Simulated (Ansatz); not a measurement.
Process, species as SMILES: C=O (CH2-O) + 2 [H][H] (H2) → C (CH4) + O (H2O)
B3LYP-D3(BJ)/def2-TZVP geometries, fixed; electronic energies without zero-point terms.
Largest species:
```
C
H 1 1.0892
H 1 1.0892 2 109.47
H 1 1.0892 2 109.47 3 120.00
H 1 1.0892 2 109.47 3 -120.00
```
Charge 0, spin multiplicity 1.

Core correlation in the energy of full hydrogenation at CCSD(T) with Ansatz (a program for electronic structure), in kcal/mol: frozen core against all electrons. Core-valence sets carry the plain set on hydrogen. Costs are rough ratios of core time on shared machines of one kind.

```json
[
 {"basis": "cc-pVDZ", "functions, most": "38", "frozen core": "-51.96", "all electrons": "-52.32", "core term (second minus first)": "-0.36", "cost over frozen core": "-"},
 {"basis": "cc-pCVDZ", "functions, most": "46", "frozen core": "-52.03", "all electrons": "-52.31", "core term (second minus first)": "-0.28", "cost over frozen core": "-"},
 {"basis": "cc-pVTZ", "functions, most": "88", "frozen core": "-57.64", "all electrons": "-58.81", "core term (second minus first)": "-1.18", "cost over frozen core": "1×"},
 {"basis": "cc-pCVTZ", "functions, most": "114", "frozen core": "-57.41", "all electrons": "-57.68", "core term (second minus first)": "-0.27", "cost over frozen core": "1×"},
 {"basis": "cc-pwCVTZ", "functions, most": "114", "frozen core": "-57.28", "all electrons": "-57.57", "core term (second minus first)": "-0.29", "cost over frozen core": "1×"},
 {"basis": "cc-pVQZ", "functions, most": "175", "frozen core": "-59.05", "all electrons": "-59.98", "core term (second minus first)": "-0.93", "cost over frozen core": "1×"},
 {"basis": "cc-pwCVQZ", "functions, most": "228", "frozen core": "-58.90", "all electrons": "-59.20", "core term (second minus first)": "-0.30", "cost over frozen core": "-"},
 {"basis": "cc-pCVQZ", "functions, most": "228", "frozen core": "-58.93", "all electrons": "-59.23", "core term (second minus first)": "-0.30", "cost over frozen core": "1×"}
]
```

The largest core-valence set, cc-pCVQZ, gives a core term of -0.30 kcal/mol; the valence set cc-pVQZ, which lacks functions for the core, gives -0.93.
